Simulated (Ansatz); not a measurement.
**C₂H₅Si radical: a ladder of functionals and wavefunction methods**

How much do the methods differ for C₂H₅Si radical? The plan is to run it at one geometry with functionals of several rungs and with coupled cluster. The yardstick is the atomisation energy at the CCSD(T) limit.

Program: Ansatz 0.2.0, Gaussian basis. Level of theory: functionals in def2-TZVPP, the program's frozen cores in correlated methods. These are calculated values, not measurements.

Levels to be run: LDA (SPW92), PBE-D4, revPBE-D4, BLYP-D4, r2SCAN-D4, B97M-V, PBE0-D4, B3LYP-D4, r2SCANh-D4, r2SCAN0-D4, HSE06-D4, BHLYP-D4, CAM-B3LYP-D4, LC-ωPBE, ωB97X-V, ωB97M-V, B2PLYP, PBE-QIDH; CCSD(T)/def2-SVP; CCSD(T)/def2-TZVPP; CCSD(T)/def2-QZVPP; extrapolation to the limit; RPA on PBE.

### Step 1. Structure used throughout

An earlier PBE0-D4 in a triple-zeta def2 set relaxation fixed the geometry.

SMILES `C=C[SiH2]`, 8 atoms, charge 0, spin multiplicity 2.

Atoms are counted from 1 here; the program's logs count them from 0.

Bond lengths: C1–C2 1.338 Å, C1–H4 1.086 Å, C1–H5 1.086 Å, C2–Si3 1.837 Å, C2–H6 1.089 Å, Si3–H7 1.488 Å, Si3–H8 1.487 Å. Angles: C2–C1–H4 121.8°, C2–C1–H5 122.0°, H4–C1–H5 116.2°, C1–C2–Si3 124.1°, C1–C2–H6 118.0°, Si3–C2–H6 117.8°, C2–Si3–H7 112.1°, C2–Si3–H8 113.3°, H7–Si3–H8 112.2°.

### Step 2. LDA

This LDA is Slater exchange with PW92 correlation.

in.yaml

```yaml
crystal:
  periodic: [false, false, false]
  atoms:
    - {symbol: C, position_ang: [-0.408592, 0.930223, -0.877907]}
    - {symbol: C, position_ang: [-0.357729, 0.348917, 0.326561]}
    - {symbol: Si, position_ang: [0.886379, -0.913491, 0.807621]}
    - {symbol: H, position_ang: [0.266232, 0.644939, -1.679888]}
    - {symbol: H, position_ang: [-1.128955, 1.708378, -1.111654]}
    - {symbol: H, position_ang: [-1.056658, 0.689200, 1.089165]}
    - {symbol: H, position_ang: [1.531546, -1.544062, -0.375104]}
    - {symbol: H, position_ang: [0.359978, -1.921203, 1.765406]}
basis:
  gaussian: {orbitals: def2-TZVPP}
magnetization: {spin_polarized: true, initial_magnetization: 1}
hamiltonian: {xc: lda}
output: {orbitals: {seedname: orbitals}}
```

Launch:

```
> ansatz run in.yaml --threads 2 --pin off --events-out ev --progress --plain --max-ram 32768MiB --backend cpu
```

After this run come: PBE-D4 (GGA); revPBE-D4 (GGA); BLYP-D4 (GGA); r2SCAN-D4 (meta-GGA); B97M-V (meta-GGA); B3LYP-D4 (hybrid); r2SCANh-D4 (hybrid); r2SCAN0-D4 (hybrid); HSE06-D4 (hybrid); BHLYP-D4 (hybrid); CAM-B3LYP-D4 (range-separated); LC-ωPBE (range-separated); ωB97X-V (range-separated); ωB97M-V (range-separated); B2PLYP (double hybrid); PBE-QIDH (double hybrid); CCSD(T) in def2-SVP; CCSD(T) in def2-TZVPP; CCSD(T) in def2-QZVPP; RPA on PBE orbitals.

**Question.** What will the summary of the whole plan be? Wanted: atomisation energy, CCSD(T)/CBS; farthest beyond LDA; mean size of error, GGA; mean size of error, meta-GGA; mean size of error, hybrid; mean size of error, range-separated; mean size of error, double hybrid; gap, smallest and largest; T1 diagnostic.

**Answer**, as computed:

```
                               quantity                                                                            value
        atomisation energy, CCSD(T)/CBS                                                                    2835.0 kJ/mol
 functionals within 14.2 kJ/mol (0.5 %)  revPBE-D4, BLYP-D4, r2SCANh-D4, r2SCAN0-D4, LC-ωPBE, ωB97X-V, ωB97M-V, PBE-QIDH
                    farthest beyond LDA                                                            PBE-D4 (+54.5 kJ/mol)
                mean size of error, GGA                                                                      21.6 kJ/mol
           mean size of error, meta-GGA                                                                      24.7 kJ/mol
             mean size of error, hybrid                                                                      20.3 kJ/mol
    mean size of error, range-separated                                                                      10.8 kJ/mol
      mean size of error, double hybrid                                                                      14.3 kJ/mol
              gap, smallest and largest                                         1.03 eV (LDA (SPW92)), 8.27 eV (LC-ωPBE)
                          T1 diagnostic                                                                           0.0318
triples share of the correlation energy                                                                            4.1 %
```

LDA overbinds by 367.0 kJ/mol (13 %). PBE-D4 is off by +54.5 kJ/mol. Double hybrids carry the basis error of their MP2 part in triple zeta, and no dispersion term here, so their miss is partly the set-up's. Taken by rung, range-separated functionals do best (10.8 kJ/mol on average) and meta-GGA ones worst beyond LDA (24.7 kJ/mol). The gap between the best rungs is small, so their order is not settled. Misses under about 14.2 kJ/mol are within the doubt on the reference itself, which lacks core-valence correlation, relativity and higher excitations. Hartree-Fock recovers 76 % of the binding; the rest is correlation. CCSD(T) in def2-SVP is off by -132.0 kJ/mol, worse than the median functional, from the basis alone. The gap grows from 1.0 to 8.3 eV across the functionals, mostly with the share of exact exchange. The UHF reference is spin-contaminated (⟨S²⟩ = 0.90 against 0.75).
